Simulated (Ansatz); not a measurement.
Input file for methacrylic acid, C4H6O2:

```yaml
crystal:
  periodic: [false, false, false]
  atoms:
    - {symbol: C, position_ang: [-0.529017, -1.433202, -0.686464]}
    - {symbol: C, position_ang: [-0.046909, -0.333673, -0.114852]}
    - {symbol: C, position_ang: [1.231469, -0.279187, 0.655784]}
    - {symbol: C, position_ang: [-0.850469, 0.911027, -0.266098]}
    - {symbol: O, position_ang: [-1.892829, 1.009980, -0.858342]}
    - {symbol: O, position_ang: [-0.275823, 1.961797, 0.349343]}
    - {symbol: H, position_ang: [-0.002036, -2.377936, -0.620752]}
    - {symbol: H, position_ang: [-1.464363, -1.400280, -1.231532]}
    - {symbol: H, position_ang: [1.058536, 0.051920, 1.682584]}
    - {symbol: H, position_ang: [1.928987, 0.434897, 0.211468]}
    - {symbol: H, position_ang: [1.705144, -1.260874, 0.680481]}
    - {symbol: H, position_ang: [-0.862689, 2.715541, 0.198362]}
basis:
  gaussian: {orbitals: def2-SVP}
correlation: {method: ccsd_t}
```

```sh
$ ansatz run in.yaml --threads 4 --pin off --events-out ev --progress --plain --max-ram 10444MiB
```

Log, shortened:

```
Functional definition: HF
1150 factors; integrals over basis functions are off by at most 1.5e-3 eV
mean field evaluation 1: about -8280.2656 eV, gradient 4.5e1 eV
mean field evaluation 2: about -8280.4162 eV, gradient 4.5e1 eV
mean field evaluation 4: about -8284.8445 eV, gradient 5.2e0 eV
mean field evaluation 8: about -8284.9337 eV, gradient 4.5e-1 eV
mean field evaluation 16: about -8284.6855 eV, gradient 5.2e0 eV
mean field -8284.93526474 eV, -304.4657552485 hartree, gradient 1.0e-5 eV, S^2 0.000000; 0 other end points of the search recorded, 0 dependent functions left out; unrestricted orbitals would lower it
6 core orbitals not correlated: weight in the atoms' cores, before any rotation towards them, 1.000 or more for the frozen orbitals, at most 0.000 for the correlated occupied ones
reference -8284.93526474 eV, -304.4657552485 hartree; 17, 17 occupied and 91, 91 virtual orbitals, 1150 factors
second order -24.41884493 eV of doubles, -0.00000000 eV of singles
cycle   1  -24.72398019 eV  change   -3.1e-1 eV  update   1.2e-1
cycle   2  -25.38068621 eV  change   -6.6e-1 eV  update   3.9e-2
cycle   3  -25.57127850 eV  change   -1.9e-1 eV  update   2.1e-2
cycle   4  -25.56366868 eV  change    7.6e-3 eV  update   5.4e-3
cycle   5  -25.56275307 eV  change    9.2e-4 eV  update   2.4e-3
cycle   6  -25.56326909 eV  change   -5.2e-4 eV  update   7.0e-4
cycle   7  -25.56289291 eV  change    3.8e-4 eV  update   3.3e-4
cycle   8  -25.56281312 eV  change    8.0e-5 eV  update   9.2e-5
cycle   9  -25.56284788 eV  change   -3.5e-5 eV  update   3.4e-5
cycle  10  -25.56285151 eV  change   -3.6e-6 eV  update   1.1e-5
perturbative correction -0.85822625 eV, -0.0315392330 hartree
Total energy: -8311.35634250 eV, -305.4367119472 hartree
```

Hardware: 4 threads of an Intel Xeon 6975P-C on a shared host. Wall time 3.5 s, peak host memory 0.7 GiB.

The correlation energy is -26.421 eV, 3.2 % of it from (T); the T1 diagnostic reads 0.0145.
